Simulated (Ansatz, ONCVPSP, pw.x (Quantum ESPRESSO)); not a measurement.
## Ge (Z = 32) (bcc): variants of one ONCV potential in the solid

```
Element                 : germanium (Ge)
Generator               : ONCVPSP 4.0.1.1 (patched build)
Type                    : optimised norm-conserving Vanderbilt (ONCV)
Functional              : LDA (Perdew-Wang 92)
Relativity              : scalar-relativistic
Frozen core             : [Ar]
Valence charge          : 14
Reference configuration : 3d10 4s2 4p2
Partial waves           : 4s: rc 1.65 bohr, ncon 3, nbas 7, qcut 3.7 1/bohr, 2 projectors, debl 3.6 Ha; 4p: rc 2.05 bohr, ncon 4, nbas 7, qcut 3.8 1/bohr, 2 projectors, debl 2.3 Ha; 3d: rc 1.30 bohr, ncon 3, nbas 8, qcut 11.7 1/bohr, 2 projectors, debl 2.2 Ha
Local potential         : polynomial inside 1.10 bohr (lpopt 4, dvloc0 6 Ha)
Core correction         : Teter function, fcfact 3.5, rcfact 1.7
```

Crystal test: bcc Ge in pw.x 7.5, no spin, 14³ k-points, Fermi–Dirac smearing 0.01 Ry, cutoffs set for each file from its atomic test. The reference is all-electron LAPW (Ansatz 0.2.0) with the same functional, mesh and smearing; V0 and B0 come from Birch–Murnaghan fits to the pressures at five volumes. Errors are pseudo minus all-electron; Δ is the rms difference of the E(V) curves that follow from these fits, minima aligned, over ±6 % about the mean V0. Mesh and smearing are coarse, so the numbers serve the comparison and aren't converged zero-temperature values; the lattice is a test structure that the element need not adopt.

All-electron: a0 = 3.294 Å (V0 = 17.87 Å³/atom), B0 = 78.6 GPa.

Base: Atomic configuration tests: 1 of 4 tests not solved or not reliable.

2 further variants are left out: they gave no file fit for a test, a broken result, the same result as the base, or pressures whose basis-set error rivals the error shown.

```tsv
change	cutoffs (Ry)	pw.x	a0 (Å)	a0 error (%)	B0 error (%)	Δ (meV/atom)	mean pressure error (GPa)
base	145/580	converged	3.293	-0.03	+0.1	0.3	-0.08
d: nproj 1	145/580	converged	3.304	+0.30	-0.6	2.8	+0.72
```

Question: Give the row for: d: debl 0.25.

Answer: pw.x: converged; energies reset by the program; mean pressure error (GPa): -0.09; a0 (Å): 3.293; a0 error (%): -0.04; B0 error (%): +0.1; Δ (meV/atom): 0.3.
